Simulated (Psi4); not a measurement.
# CH4Si (SMILES C[SiH]), step by step

Aim: a structure relaxation (r2SCAN-3c/def2-mTZVPP), then vibrational wavenumbers, then the energy (FNO-CCSD(T)/cc-pVTZ) of CH4Si. 

The calculation is run with Psi4 1.11.

## Step 1: The structure to begin with

CH4Si: 6 atoms, total charge 0, spin state singlet. SMILES: `C[SiH]`. Geometry: relaxed at PBE0-D4/def2-TZVP. The run starts from this shape.

Bond lengths: C1–Si2 1.892 Å, C1–H3 1.098 Å, C1–H4 1.091 Å, C1–H5 1.098 Å, Si2–H6 1.531 Å. Angles: C1–Si2–H6 94.2°, Si2–C1–H3 109.7°, Si2–C1–H4 113.8°, Si2–C1–H5 109.5°, H3–C1–H4 109.0°, H3–C1–H5 105.5°, H4–C1–H5 109.0°.

## Step 2: A geometry optimisation at r2SCAN-3c/def2-mTZVPP (density fitting) (run 1)

Contents of input.inp:

```
memory 1600 mb

molecule {
  C     -0.093500    -0.366000    -0.370300
  Si     0.917300     0.209800     1.122300
  H     -1.156900    -0.410100    -0.102200
  H      0.215000    -1.335600    -0.763000
  H     -0.024000     0.382000    -1.170800
  H      0.142200     1.520000     1.284000
}

set {
  geom_maxiter 60
}

e_tot, wfn = optimize("r2scan-3c", return_wfn=True)
print_variables()
```

Started as:

```sh
$ psi4 -n 1 input.inp input.out
```

input.out:

```text
Psi4 1.11 release

gradient() will perform analytic gradient computation.

   => Loading Basis Set <=

    Name: DEF2-MTZVPP
    Role: ORBITAL
    Keyword: BASIS

   => R2SCAN3C: Empirical Dispersion <=

        a1 =       0.420000
        a2 =       5.650000
       alp =      16.000000
        s6 =       1.000000
        s8 =       0.000000
        s9 =       2.000000
        ga =       2.000000
        gc =       1.000000
        wf =       6.000000

         ---------------------------------------------------------
                                   SCF
                              RKS Reference
                        1 Threads,   1525 MiB Core
         ---------------------------------------------------------

  ==> Geometry <==

    Molecular point group: c1
    Full point group: C1

    Geometry (in Angstrom), charge = 0, multiplicity = 1:

       Center              X                  Y                   Z               Mass
    ------------   -----------------  -----------------  -----------------  -----------------
         C           -0.632287654691    -0.403154013317    -0.965575524867    12.000000000000
         SI           0.378512345309     0.172645986683     0.527024475133    27.976926534650
         H           -1.695687654691    -0.447254013317    -0.697475524867     1.007825032230
         H           -0.323787654691    -1.372754013317    -1.358275524867     1.007825032230
         H           -0.562787654691     0.344845986683    -1.766075524867     1.007825032230
         H           -0.396587654691     1.482845986683     0.688724475133     1.007825032230

  Running in c1 symmetry.

  Rotational constants: A =      3.11498  B =      0.41558  C =      0.39296 [cm^-1]
  Rotational constants: A =  93384.65123  B =  12458.69109  C =  11780.53198 [MHz]
  Nuclear repulsion =   48.603693658180966

  Charge       = 0
  Multiplicity = 1
  Electrons    = 24
  Nalpha       = 12
  Nbeta        = 12

  ==> Algorithm <==

  SCF Algorithm Type is DF.
  DIIS enabled.
  MOM disabled.
  Fractional occupation disabled.
  Guess Type is SAD.
  Energy threshold   = 1.00e-08
  Density threshold  = 1.00e-08
  Integral threshold = 1.00e-12

  ==> Primary Basis <==

  Basis Set: DEF2-MTZVPP
    Blend: DEF2-MTZVPP
    Number of shells: 32
    Number of basis functions: 66
    Number of Cartesian functions: 69
    Spherical Harmonics?: true
    Max angular momentum: 2

  ==> DFT Potential <==

   => LibXC <=

    Version 7.1.2

   => Composite Functional: R2SCAN3C <=

    Deriv               =              1
    GGA                 =           TRUE
    Meta                =           TRUE

    Exchange Hybrid     =          FALSE
    MP2 Hybrid          =          FALSE

   => Exchange Functionals <=

    1.0000   XC_MGGA_X_R2SCAN

   => Correlation Functionals <=

    1.0000   XC_MGGA_C_R2SCAN

   => LibXC Density Thresholds  <==

    XC_MGGA_C_R2SCAN:  1.00E-15
    XC_MGGA_X_R2SCAN:  1.00E-11

   => Molecular Quadrature <=

    Radial Scheme          =       TREUTLER
    Pruning Scheme         =           NONE
    Nuclear Scheme         =       TREUTLER

    Blocking Scheme        =         OCTREE
    BS radius alpha        =              1
    Pruning alpha          =              1
    Radial Points          =             75
    Spherical Points       =            302
    Total Points           =         130519
    Total Blocks           =           1041
    Max Points             =            256
    Max Functions          =             66
    Weights Tolerance      =       1.00E-15

   => Loading Basis Set <=

    Name: (DEF2-MTZVPP AUX)
    Role: JKFIT
    Keyword: DF_BASIS_SCF

  ==> Integral Setup <==

  DFHelper Memory: AOs need 0.010 GiB; user supplied 0.562 GiB.
  SCF_SUBTYPE=INCORE selected. In-core MEM_DF algorithm will be used.
  Using in-core AOs.

  ==> MemDFJK: Density-Fitted J/K Matrices <==

    J tasked:                   Yes
    K tasked:                    No
    wK tasked:                   No
    Memory [MiB]:               575
    Algorithm:                 Core
    Schwarz Cutoff:           1E-12
    Mask sparsity (%):       0.1377
    Fitting Condition:        1E-10

   => Auxiliary Basis Set <=

  Basis Set: (DEF2-MTZVPP AUX)
    Blend: DEF2-UNIVERSAL-JKFIT
    Number of shells: 87
    Number of basis functions: 275
    Number of Cartesian functions: 324
    Spherical Harmonics?: true
    Max angular momentum: 4

  Cached 100.0% of DFT collocation blocks in 0.556 [GiB].

  Minimum eigenvalue in the overlap matrix is 2.7518726477E-03.
  Reciprocal condition number of the overlap matrix is 4.8153480952E-04.
    Using symmetric orthogonalization.

  ==> Pre-Iterations <==

  SCF Guess: Superposition of Atomic Densities via on-the-fly atomic UHF (no occupation information).

   -------------------------
    Irrep   Nso     Nmo
   -------------------------
     A         66      66
   -------------------------
    Total      66      66
   -------------------------

  ==> Iterations <==

                           Total Energy        Delta E     RMS |[F,P]|

   @DF-RKS iter SAD:  -329.36473785641084   -3.29365e+02   0.00000e+00
[... 1 line left out ...]
   @DF-RKS iter   2:  -329.26914033288114    3.35004e-01   1.45703e-02 ADIIS/DIIS
[... 1 line left out ...]
   @DF-RKS iter   4:  -329.89029727836299   -7.51413e-03   4.72270e-04 ADIIS/DIIS
[... 1 line left out ...]
   @DF-RKS iter   6:  -329.89110366536067   -1.68388e-05   1.52055e-05 DIIS
[... 1 line left out ...]
   @DF-RKS iter   8:  -329.89110438565609   -1.69182e-08   8.70316e-07 DIIS
[... 1 line left out ...]
   @DF-RKS iter  10:  -329.89110438840697   -9.66907e-11   2.81640e-08 DIIS
[... 1 line left out ...]
   @DF-RKS iter  12:  -329.89110438841004   -9.66338e-13   2.37121e-09 DIIS
[... 25 lines left out ...]
    Final Occupation by Irrep:
[... 9 lines left out ...]
    Nuclear Repulsion Energy =             48.6036936581809655
[... 1 line left out ...]
    Two-Electron Energy =                 200.2349571649771747
[... 1 line left out ...]
    Empirical Dispersion Energy =           0.0017374016359420
[... 1 line left out ...]
    Total Energy =                       -329.8911043884100422
[... 15 lines left out ...]
 Dipole Y            :         -0.0162678            0.0109674           -0.0053004
[... 75 lines left out ...]
    Weights Tolerance      =       1.00E-15
[... 51 lines left out ...]
	Measures of convergence in internal coordinates in au.
[... 6 lines left out ...]
	  Convergence Criteria     1.00e-06 *    3.00e-04 *             o    1.20e-03 *             o~
[... 123 lines left out ...]
                           Total Energy        Delta E     RMS |[F,P]|
[... 2 lines left out ...]
   @DF-RKS iter   1:  -329.89113537550907   -2.69328e-03   3.47313e-05 DIIS
[... 1 line left out ...]
   @DF-RKS iter   3:  -329.89114027094195   -8.37521e-06   4.90187e-06 DIIS
[... 1 line left out ...]
   @DF-RKS iter   5:  -329.89114035341834   -1.65812e-09   1.73877e-07 DIIS
[... 1 line left out ...]
   @DF-RKS iter   7:  -329.89114035353202   -2.52385e-11   2.24386e-08 DIIS
[... 1 line left out ...]
  Energy and wave function converged.
[... 12 lines left out ...]
  @DF-RKS Final Energy:  -329.89114035353424
[... 4 lines left out ...]
    One-Electron Energy =                -550.7328179969823623
[... 1 line left out ...]
    DFT Exchange-Correlation Energy =     -27.7016635720530751
[... 1 line left out ...]
    VV10 Nonlocal Energy =                  0.0000000000000000
[... 15 lines left out ...]
 Dipole X            :          2.4580990           -2.7961564           -0.3380574
[... 1 line left out ...]
 Dipole Z            :          2.5914956           -2.9492661           -0.3577705
[... 93 lines left out ...]
	                                 ==> Convergence Check <==
[... 6 lines left out ...]
	   Step    Total Energy     Delta E     Max Force     RMS Force      Max Disp      RMS Disp
[... 74 lines left out ...]
    Weights Tolerance      =       1.00E-15
[... 21 lines left out ...]
   @DF-RKS iter   0:  -329.89086930992676   -3.29891e+02   3.38343e-05
[... 1 line left out ...]
   @DF-RKS iter   2:  -329.89113997384362    1.24841e-07   8.52669e-06 DIIS
[... 1 line left out ...]
   @DF-RKS iter   4:  -329.89114025709733   -1.57661e-09   1.89878e-07 DIIS
[... 1 line left out ...]
   @DF-RKS iter   6:  -329.89114025721602   -2.92744e-11   1.75632e-08 DIIS
[... 1 line left out ...]
  Energy and wave function converged.
[... 30 lines left out ...]
  @DF-RKS Final Energy:  -329.89114025721710
[... 4 lines left out ...]
    One-Electron Energy =                -550.6955433560247002
[... 1 line left out ...]
    DFT Exchange-Correlation Energy =     -27.7013037783330098
[... 1 line left out ...]
    VV10 Nonlocal Energy =                  0.0000000000000000
[... 15 lines left out ...]
 Dipole X            :          2.4653922           -2.8025759           -0.3371838
[... 1 line left out ...]
 Dipole Z            :          2.5942623           -2.9503843           -0.3561220
[... 30 lines left out ...]
    Radial Scheme          =       TREUTLER
    Pruning Scheme         =           NONE
    Nuclear Scheme         =       TREUTLER

    Blocking Scheme        =         OCTREE
    BS radius alpha        =              1
    Pruning alpha          =              1
    Radial Points          =             75
    Spherical Points       =            302
    Total Points           =         130525
    Total Blocks           =           1036
    Max Points             =            256
    Max Functions          =             65
    Weights Tolerance      =       1.00E-15

  -Total Gradient:
     Atom            X                  Y                   Z
    ------   -----------------  -----------------  -----------------
       1       -0.000038563538     0.000040584948    -0.000078745298
       2       -0.000045254070     0.000042770096    -0.000024277972
       3       -0.000042664560    -0.000013817419    -0.000039069271
       4       -0.000012476553    -0.000008739007     0.000024149371
       5       -0.000037046792    -0.000007502272    -0.000045392228
       6       -0.000104572363     0.000030368796    -0.000066262531

	total time  =          1 seconds =       0.02 minutes

    			-----------------------------------------

    			 OPTKING 3.0: for geometry optimizations

    			        with contributions from

    			-----------------------------------------

	                            ===> Fragment 1 <==

	 Z (Atomic Numbers)          Masses                          Geom
	       6.000000            12.000000         -1.19925728 -0.76649193 -1.83277553
	      14.000000            27.976927          0.71850251  0.32896132  1.00120420
	       1.000000             1.007825         -3.21502045 -0.84838425 -1.33407498
	       1.000000             1.007825         -0.61995570 -2.60166236 -2.57934216
	       1.000000             1.007825         -1.07640508  0.64643832 -3.35214759
	       1.000000             1.007825         -0.75468616  2.79822677  1.29497478

	 - Coordinate -           - BOHR/RAD -       - ANG/DEG -
	 R(1,2)           =         3.592946           1.901305
	 R(1,3)           =         2.078151           1.099710
	 R(1,4)           =         2.064171           1.092312
[... 11 lines of this table left out ...]
	 D(5,1,2,6)       =         1.009885          57.862174

	        --- Internal Coordinate Step in ANG or DEG, aJ/ANG or AJ/DEG ---
	-------------------------------------------------------------------------------
	           Coordinate      Previous         Force          Change          New
	           ----------      --------        ------          ------        ------
	               R(1,2)       1.90131       -0.00002        0.00000       1.90131
	               R(1,3)       1.09971       -0.00005       -0.00002       1.09969
	               R(1,4)       1.09231        0.00001       -0.00002       1.09229
[... 11 lines of this table left out ...]
	           D(5,1,2,6)      57.86217       -0.00000       -0.26651      57.59566
	-------------------------------------------------------------------------------

	                                 ==> Convergence Check <==

	Measures of convergence in internal coordinates in au.

	Criteria marked as inactive (o), active & met (*), and active & unmet ( ).

	----------------------------------------------------------------------------------------------
	   Step    Total Energy     Delta E     Max Force     RMS Force      Max Disp      RMS Disp
	----------------------------------------------------------------------------------------------
	  Convergence Criteria     1.00e-06 *    3.00e-04 *             o    1.20e-03 *             o
	----------------------------------------------------------------------------------------------
	     3    -329.89114026    9.63e-08 *    3.71e-05 *    1.69e-05 o    4.78e-03      2.08e-03 o  ~
	----------------------------------------------------------------------------------------------

Next Geometry in Ang
	Fragment 1 (Ang)

	    C  -0.6348519520  -0.4058712302  -0.9695599990
	   Si   0.3788158014   0.1731599133   0.5311637682
	    H  -1.7016086127  -0.4505040358  -0.7062181919
	    H  -0.3272510666  -1.3761226483  -1.3659205684
	    H  -0.5702965383   0.3428609150  -1.7726196469
	    H  -0.3975658406   1.4820980857   0.6836059127

    Final optimized geometry and variables:
    Molecular point group: c1
    Full point group: C1

    Geometry (in Angstrom), charge = 0, multiplicity = 1:

    C           -0.634619620245    -0.405610060933    -0.969863042002
    SI           0.380215152861     0.174078835424     0.529814445663
    H           -1.701315556294    -0.448945608615    -0.705962074392
    H           -0.328066427342    -1.376740430636    -1.364929087097
    H           -0.569609039307     0.342080426270    -1.773880112019
    H           -0.399362718410     1.480757838210     0.685271144564

  Variable Map:
  ----------------------------------------------------------------------------
  "CURRENT ENERGY"                        =>    -329.891140257217
  "CURRENT REFERENCE ENERGY"              =>    -329.891140257217
  "DD SOLVATION ENERGY"                   =>       0.000000000000
  "DFT FUNCTIONAL TOTAL ENERGY"           =>    -329.892864685783
  "DFT TOTAL ENERGY"                      =>    -329.891140257217
  "DFT VV10 ENERGY"                       =>       0.000000000000
  "DFT XC ENERGY"                         =>     -27.701303778333
  "DISPERSION CORRECTION ENERGY"          =>      -0.000853935234
  "GRID ELECTRONS ALPHA"                  =>      12.000009574764
  "GRID ELECTRONS BETA"                   =>      12.000009574764
  "GRID ELECTRONS TOTAL"                  =>      24.000019149528
  "NUCLEAR REPULSION ENERGY"              =>      48.437151410982
  "ONE-ELECTRON ENERGY"                   =>    -550.695543356025
  "OPTIMIZATION ITERATIONS"               =>       3.000000000000
  "PCM POLARIZATION ENERGY"               =>       0.000000000000
  "PE ENERGY"                             =>       0.000000000000
  "R2SCAN3C DISPERSION CORRECTION ENERGY" =>      -0.000853935234
  "SCF ITERATION ENERGY"                  =>    -329.891140257217
  "SCF ITERATIONS"                        =>       7.000000000000
  "SCF TOTAL ENERGY"                      =>    -329.891140257217
  "TWO-ELECTRON ENERGY"                   =>     200.066831037592
  "XC GRID RADIAL POINTS"                 =>      75.000000000000
  "XC GRID SPHERICAL POINTS"              =>     302.000000000000
  "XC GRID TOTAL POINTS"                  =>  130525.000000000000

  Array Variable Map:
  ----------------------------------------------------------------------------
  "-D GRADIENT"                           =>       0.000129849322 ... -0.000071117120 6 by 3
  "CURRENT DIPOLE"                        =>      -0.337183785413 ... -0.356122047319 1 by 3
  "CURRENT GRADIENT"                      =>      -0.000038563538 ... -0.000066262531 6 by 3
  "DFT TOTAL GRADIENT"                    =>      -0.000038563538 ... -0.000066262531 6 by 3
  "DISPERSION CORRECTION GRADIENT"        =>      -0.000006690002 ... 0.000007927813 6 by 3
  "R2SCAN3C DISPERSION CORRECTION GRADIENT" =>      -0.000006690002 ... 0.000007927813 6 by 3
  "SCF DIPOLE"                            =>      -0.337183785413 ... -0.356122047319 1 by 3
  "SCF TOTAL ENERGIES"                    =>    -329.890869309927 ... -329.891140257217 1 by 8
  "SCF TOTAL GRADIENT"                    =>      -0.000038563538 ... -0.000066262531 6 by 3

    Psi4 run time: 0:00:26.76

[set-up sections that repeat, and orbital energies of the middle runs, are left out above]
```

On the terminal:

```text
Optimizer: Optimization complete!
```

Run time: 28 s. Hardware: 1 thread of AMD EPYC 7B13 (Zen 3), shared host; peak memory 0.82 GiB.

Step by step:

```tsv
step	energy from the first frame kept (eV)	largest force (eV/Å)
0	0.0000	0.1648
1	-0.0010	0.0243
2	-0.0010	0.0066
```

After the run. Bond lengths: C1–Si2 1.901 Å, C1–H3 1.100 Å, C1–H4 1.092 Å, C1–H5 1.100 Å, Si2–H6 1.529 Å. Angles: C1–Si2–H6 93.9°, Si2–C1–H3 109.9°, Si2–C1–H4 114.0°, Si2–C1–H5 109.7°, H3–C1–H4 108.9°, H3–C1–H5 105.0°, H4–C1–H5 108.9°.

[end of part 1 of 2]
